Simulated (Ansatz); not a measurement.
Geometry optimisation, RKS revPBE/def2-SVP (Ansatz 0.2.0).

The input (input.yaml):

```yaml
crystal:
  periodic: [false, false, false]
  atoms:
    - { symbol: B, position_ang: [0.09435, 0.187283, 0.243295] }
    - { symbol: C, position_ang: [0.02964, 0.220031, 1.833656] }
    - { symbol: H, position_ang: [-0.924574, -0.118072, 2.29235] }
    - { symbol: H, position_ang: [0.88993, -0.259191, 2.349647] }
    - { symbol: H, position_ang: [0.105755, 1.306716, 2.09716] }
    - { symbol: H, position_ang: [1.167944, 0.249726, -0.330197] }
    - { symbol: H, position_ang: [-0.931849, 0.336377, -0.408834] }
    - { symbol: O, position_ang: [-0.130761, -2.398643, 0.338617] }
    - { symbol: H, position_ang: [-1.04261, -2.390019, -0.018498] }
    - { symbol: H, position_ang: [-0.248726, -2.000607, 1.239504] }
basis:
  gaussian: { orbitals: def2-SVP }
hamiltonian:
  xc: revpbe
relax:
  f_tol: 0.03
  max_steps: 50
output:
  orbitals: {}
```

Launched with:

```bash
$ ansatz run input.yaml --threads 1 --pin off --max-ram 2048MiB --backend cpu --events-out ev --progress --plain --runs-dir out
```

Question: Where does it end, and by what steps?

Answer: It converged. The force dipped under the threshold on the way, but the program's further checks kept it going. After 23 steps the energy has fallen by 0.368 eV; H10 moved furthest, 0.85 Å. Joined: B1–O8 (2.60 → 1.77 Å).

```
step  energy less start (eV)  largest force component (eV/Å)  accepted
   0                  0.0000                           0.620       yes
   1                 -0.0353                           1.923       yes
   2                 -0.1704                           2.152       yes
   3                 -0.2768                           1.518       yes
   4                 -0.3255                           0.251       yes
   5                 -0.3392                           0.133       yes
   6                 -0.3411                           0.076       yes
   7                 -0.3418                           0.020       yes
   8                 -0.3420                           0.026       yes
   9                 -0.3356                           0.575        no
  10                 -0.3426                           0.043       yes
  11                 -0.3433                           0.044       yes
  12                 -0.3443                           0.081       yes
  13                 -0.3131                           1.265        no
  14                 -0.3462                           0.124       yes
  15                 -0.3482                           0.431       yes
  16                 -0.3600                           0.063       yes
  17                 -0.3566                           0.446        no
  18                 -0.3632                           0.068       yes
  19                 -0.3663                           0.066       yes
  20                 -0.3377                           0.395        no
  21                 -0.3672                           0.034       yes
  22                 -0.3672                           0.183       yes
  23                 -0.3680                           0.011       yes
```

```xyz
10
Properties=species:S:1:pos:R:3
B 0.048 -0.137 0.269
C -0.070 0.216 1.838
H -1.077 0.038 2.281
H 0.681 -0.291 2.487
H 0.120 1.306 1.958
H 1.175 -0.092 -0.221
H -0.849 0.285 -0.458
O -0.262 -1.872 0.152
H -1.133 -2.018 0.573
H 0.377 -2.301 0.757
```

Whether the end is a true minimum wasn't checked by a vibrational analysis.

Time of the run: 25 s on 1 thread of Intel(R) Xeon(R) 6975P-C (Granite Rapids), with other jobs on the host, peak memory 0.15 GiB.
